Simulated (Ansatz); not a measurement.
Relaxation of CH₄AlF (7 atoms, charge 0, multiplicity 1), to a largest force component of 0.02 eV/Å in at most 40 steps.

Method: RKS BLYP/6-31G* in Ansatz 0.2.0.

```xyz
7
Properties=species:S:1:pos:R:3
Al 0.000 0.000 0.000
H 0.000 0.000 1.560
F 1.464 0.000 -0.845
C -1.706 0.000 -0.985
H -2.266 -0.930 -0.756
H -2.310 0.880 -0.680
H -1.504 0.051 -2.075
```

**Question.** Where does it end, and by what steps?

**Answer.** The run converged. After 3 steps the energy has fallen by 0.044 eV; H2 moved furthest, 0.10 Å.

```json
{"step": "0", "energy less start (eV)": "0.0000", "largest force component (eV/Å)": "0.625", "accepted": "yes"}
{"step": "1", "energy less start (eV)": "-0.0415", "largest force component (eV/Å)": "0.265", "accepted": "yes"}
{"step": "2", "energy less start (eV)": "-0.0436", "largest force component (eV/Å)": "0.086", "accepted": "yes"}
{"step": "3", "energy less start (eV)": "-0.0439", "largest force component (eV/Å)": "0.005", "accepted": "yes"}
```

```xyz
7
Properties=species:S:1:pos:R:3
Al -0.014 0.002 0.010
H 0.092 -0.001 1.604
F 1.452 -0.002 -0.803
C -1.696 0.002 -1.004
H -2.282 -0.910 -0.784
H -2.328 0.859 -0.709
H -1.547 0.050 -2.095
```

The run took 7.8 s on 1 thread of Arm Neoverse V1, on a shared host, peak memory 0.12 GiB.
